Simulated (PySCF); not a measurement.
**Scalar relativity in Al (aluminium, neutral)**

[Ne] 3s2 3p1, 2P determinant; UHF calculated with PySCF 2.14 in dyall-acv3z (19s12p6d4f, 113 functions), once non-relativistic with a point nucleus and once with spin-free X2C-1e and a Gaussian nucleus.

```
shell  ε non-rel. (eV)  rms r non-rel. (bohr, spins averaged)
 1s α          -1591.9                                 0.1395
 1s β          -1591.8                                 0.1395
 2s α          -133.63                                 0.6774
 2s β          -133.53                                 0.6774
 2p α          -87.630                                 0.6747
 2p β          -87.436                                 0.6747
 3s α          -11.580                                  2.816
 3s β           -9.888                                  2.816
 3p α           -5.946                                  3.695
```

Question: How does scalar relativity move these shells?

Answer: 1s α: ε -1595.1 eV, radius -0.34 %; 1s β: ε -1595.1 eV, radius -0.34 %; 2s α: ε -134.12 eV, radius -0.27 %; 2s β: ε -134.02 eV, radius -0.27 %; 2p α: ε -87.583 eV, radius -0.05 %; 2p β: ε -87.389 eV, radius -0.05 %; 3s α: ε -11.605 eV, radius -0.19 %; 3s β: ε -9.917 eV, radius -0.19 %; 3p α: ε -5.936 eV, radius 0.07 %.

The total energy goes from -241.8806 to -242.3174 hartree.

Ionisation energy, Al [Ne] 3s2 3p1 (2P) → Al⁺ [Ne] 3s2 (1S) (eV):

| method | non-relativistic | spin-free X2C | shift |
| --- | --- | --- | --- |
| UHF | 5.609 | 5.600 | -0.009 |
| MP2 (valence) | 5.836 | 5.828 | -0.009 |
| SCS-MP2 (valence) | 5.820 | 5.811 | -0.009 |
| CCSD (valence) | 5.926 | 5.918 | -0.009 |
| CCSD(T) (valence) | 5.960 | 5.951 | -0.009 |
| MP2 (valence and next inner shell) | 5.820 | 5.811 | -0.009 |
| SCS-MP2 (valence and next inner shell) | 5.808 | 5.799 | -0.009 |
| CCSD (valence and next inner shell) | 5.922 | 5.913 | -0.009 |
| CCSD(T) (valence and next inner shell) | 5.949 | 5.939 | -0.009 |
| LDA | 6.036 | 6.026 | -0.010 |
| PBE | 6.078 | 6.069 | -0.010 |
| PBE0 | 6.098 | 6.088 | -0.010 |
| r2SCAN | 6.176 | 6.166 | -0.010 |

Relativity contracts and stabilises s shells directly. The contracted s shells screen the nucleus better, so for spin-averaged p shells the direct and indirect effects partly cancel.
